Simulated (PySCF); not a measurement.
# A diatomic session: AlF

The task here is to estimate one member of a computed series from the others.

Program: PySCF 2.14.0. Level of theory: Al STO-3G, F STO-3G, no relativity. These are calculated values, not measurements.

Set-up of the first run:

A driver script around PySCF takes these settings:

```yaml
atoms: Al, F
charge: 0
basis: Al STO-3G, F STO-3G
Hamiltonian: no relativity
basis_functions: 14
electrons_treated: 22
masses_in_u: 26.9815, 18.9984
levels: PBE0, PBE, r²SCAN, M06-L, M06, B2PLYP, LC-ωPBE, HF, MP2, SCS-MP2, CCSD, CCSD(T)
grid: 80 radial by 434 angular points
occupations: held fixed by the projection of orbital angular momentum
dissociation_limit: Al + F, each in its ground configuration
starting_distance_in_angstrom: 1.810
values_of_2S_to_try: 0, 2
```

Launch:

```
$ OMP_NUM_THREADS=1 python dia.py task.json out
```

Steps of the session up to this table: The job; First curve: PBE0; PBE (GGA); r²SCAN; M06-L (meta-GGA); M06 (hybrid meta-GGA); B2PLYP (double hybrid); LC-ωPBE (range-separated hybrid); RHF (mean field); Adding correlation.

One of the session's tables, all rows but one given; the rest of the session is left out.

It belongs to the step «The curves together». Energy (eV) from each level's lowest point:

```
R (Å)    RHF  RHF-MP2  RHF-SCS-MP2  RHF-CCSD  RHF-CCSD(T)
1.410  1.160    1.206        1.220       n/a          n/a
1.476  0.468    0.496        0.508     0.533        0.552
1.542  0.108    0.122        0.130     0.146        0.156
1.591  0.000    0.006        0.011     0.019        0.024
1.640  0.000    0.000        0.000     0.000        0.000
1.689  0.085    0.080        0.074     0.066        0.062
1.755  0.302    0.289        0.274     0.256        0.247
1.837      ?        ?            ?         ?            ?
1.935  1.289    1.247        1.196     1.151        1.135
2.066  2.195    2.117        2.033       n/a          n/a
```

Q: Estimate the row for R (Å) = 1.837 from the others.

Worked estimate for «RHF». A straight line through the neighbours (1.755, 0.302) and (1.935, 1.289) gives 0.302 + (1.289 − 0.302) × (1.837 − 1.755) / (1.935 − 1.755) = 0.752; a parabola fitted to 4 rows on both sides gives 0.711.

The run gave: RHF: 0.696; RHF-MP2: 0.672; RHF-SCS-MP2: 0.642; RHF-CCSD: 0.611; RHF-CCSD(T): 0.599. In «RHF» the line misses by +0.056 and the parabola by +0.015.
